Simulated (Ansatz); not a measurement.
Isomers of C$_{2}$H$_{3}$N, relaxed with PBE0-D4/def2-TZVP in Ansatz; electronic energies, one conformer each and not always the lowest. Functionals use def2-TZVPP; CBS adds triple-zeta CCSD(T) − MP2 to the MP2 limit of def2-TZVPP and def2-QZVPP.

Problem. Order them by energy at frozen-core CCSD(T)/CBS, lowest first. (An estimate is asked.)
A. `C=C=N`
B. `C1=NC1`
C. `C1=CN1`
D. `[C-]#[N+]C`
E. `CC#N`
F. `C#CN`

Solution. E (0.0 kJ/mol), D (100.8 kJ/mol), A (115.9 kJ/mol), F (173.3 kJ/mol), B (199.0 kJ/mol), C (336.8 kJ/mol).

Problem. How do ωB97M-V, B2PLYP, B3LYP-D4, r2SCAN-D4 place them (kJ/mol, against `CC#N`)? (Estimate.)

Solution. Ansatz gave: 
```csv
isomer,ωB97M-V,B2PLYP,B3LYP-D4,r2SCAN-D4
`[C-]#[N+]C`,94.4,103.5,97.8,103.8
`C=C=N`,106.0,110.7,96.3,90.6
`C#CN`,171.4,176.0,168.7,169.7
`C1=NC1`,195.2,207.1,201.8,190.9
`C1=CN1`,336.4,350.9,342.6,334.2
```

B3LYP here is the variant with VWN-RPA as its local correlation; programs differ in this.
